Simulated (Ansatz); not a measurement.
Start from `F/C=N/P` and change one atom or group to get `N=CF`.

Ansatz, PBE0-D4/def2-TZVP geometries, multiplicity 1. Each molecule was computed in one conformer, which needn't be the lowest.

| property | `F/C=N/P` |
| --- | --- |
| LUMO energy (PBE0/def2-TZVPP) / eV | -0.61 |
| HOMO–LUMO gap (PBE/def2-TZVPP) / eV | 4.21 |
| HOMO energy (B3LYP/def2-TZVPP) / eV | -6.99 |
| size of the dipole moment (PBE/def2-TZVPP) / D | 1.31 |
| LUMO energy (PBE/def2-TZVPP) / eV | -1.73 |
| HOMO energy (ωB97M-V/def2-TZVPP) / eV | -9.40 |

Task: Give the same properties after the change, and the shifts. (Best estimate.)

Result: Computed: 
```json
{"property": "LUMO energy (PBE0/def2-TZVPP) / eV", "`N=CF`": "-0.16", "shift": "0.45"}
{"property": "HOMO–LUMO gap (PBE/def2-TZVPP) / eV", "`N=CF`": "5.86", "shift": "1.65"}
{"property": "HOMO energy (B3LYP/def2-TZVPP) / eV", "`N=CF`": "-8.57", "shift": "-1.58"}
{"property": "size of the dipole moment (PBE/def2-TZVPP) / D", "`N=CF`": "2.62", "shift": "1.31"}
{"property": "LUMO energy (PBE/def2-TZVPP) / eV", "`N=CF`": "-1.32", "shift": "0.41"}
{"property": "HOMO energy (ωB97M-V/def2-TZVPP) / eV", "`N=CF`": "-11.25", "shift": "-1.85"}
```

With PBE0 the HOMO falls by 1.63 eV and the LUMO rises by 0.45 eV, so the gap widens by about 2.08 eV. PBE moves the HOMO by -1.24 eV and ωB97M-V by -1.85 eV. The zero-point energy changes by -20.8 kJ/mol with -6 modes. Dipoles are sizes alone; their direction can turn.

B3LYP here is the variant with VWN-RPA as its local correlation; programs differ in this.
